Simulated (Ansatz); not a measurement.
# C3H6O, SMILES C=C(C)O: a rigid scan of one bond length

Computed with the Python package of Ansatz (0.2.0).

At the Python prompt:
```pycon
>>> import ansatz as az
>>> import numpy as np
>>> system = (
...     az.Crystal.molecule()
...     .atom('C', (-0.3706, 1.2198, -0.0108))
...     .atom('C', (0.0747, 0.0452, -0.2738))
...     .atom('C', (0.0339, -1.0729, 0.7029))
...     .atom('O', (0.7238, -0.2557, -1.4893))
...     .atom('H', (-0.396, 2.0539, -0.7754))
...     .atom('H', (-0.8668, 1.5134, 0.9377))
...     .atom('H', (-0.4677, -1.9228, 0.3207))
...     .atom('H', (1.1279, -1.3859, 0.9209))
...     .atom('H', (-0.3916, -0.7642, 1.7072))
...     .atom('H', (0.6156, 0.518, -2.0372))
... )
>>> symbols = [site.symbol for site in system.cartesian_sites]
>>> start = np.array([site.position_ang for site in system.cartesian_sites])
>>> axis = (start[3] - start[1]) / np.linalg.norm(start[3] - start[1])
>>> moving = [3, 9]
>>> lengths, energies = [1.241, 1.298, 1.354, 1.41, 1.467, 1.523, 1.58, 1.664], []
>>> for length in lengths:
...     xyz = start.copy()
...     xyz[moving] += (length - np.linalg.norm(start[3] - start[1])) * axis
...     point = az.Crystal.molecule()
...     for symbol, xyz in zip(symbols, xyz):
...         point = point.atom(symbol, xyz.tolist())
...     model = (
...         point.calculation()
...         .basis(gaussian='cc-pVDZ')
...         .functional('r2scan0')
...     )
...     rep = model.run(threads=1, backend='cpu').report
...     energies.append(rep['free_energy_ev'])
...     print(f'r = {length:6.3f} A  E = {energies[-1]:.5f} eV  <S^2> = {abs(rep["mean_field"]["state"]["spin_squared"]):.3f}')
...
r =  1.241 A  E = -5251.37040 eV  <S^2> = 0.000
r =  1.298 A  E = -5251.66774 eV  <S^2> = 0.000
r =  1.354 A  E = -5251.76246 eV  <S^2> = 0.000
r =  1.410 A  E = -5251.71707 eV  <S^2> = 0.000
r =  1.467 A  E = -5251.56961 eV  <S^2> = 0.000
r =  1.523 A  E = -5251.35636 eV  <S^2> = 0.000
r =  1.580 A  E = -5251.09311 eV  <S^2> = 0.000
r =  1.664 A  E = -5250.65538 eV  <S^2> = 0.000
>>> fit = np.polynomial.Polynomial.fit(lengths, np.array(energies) - min(energies), 4).convert()
>>> roots = [r.real for r in fit.deriv().roots() if abs(r.imag) < 1e-9 and fit.deriv(2)(r.real) > 0]
>>> r_e = min(roots, key=lambda r: abs(r - lengths[int(np.argmin(energies))]))
>>> print(f'minimum of the fit at {r_e:.4f} A, force constant {fit.deriv(2)(r_e):.2f} eV/A^2')
minimum of the fit at 1.3612 A, force constant 43.06 eV/A^2
```

Total energies depend on the basis set; only differences at equal settings carry meaning. The rest of the molecule is held rigid at a force-field or estimated start geometry, and the basis set is modest; single-reference methods fail as a bond breaks. The orbitals are restricted, so S² is zero by construction. Timing: 30 s on 1 thread of Arm Neoverse V1 (shared host), peak memory 0.23 GiB.

(Lines on the test bed's own set-up are left out of the output.)
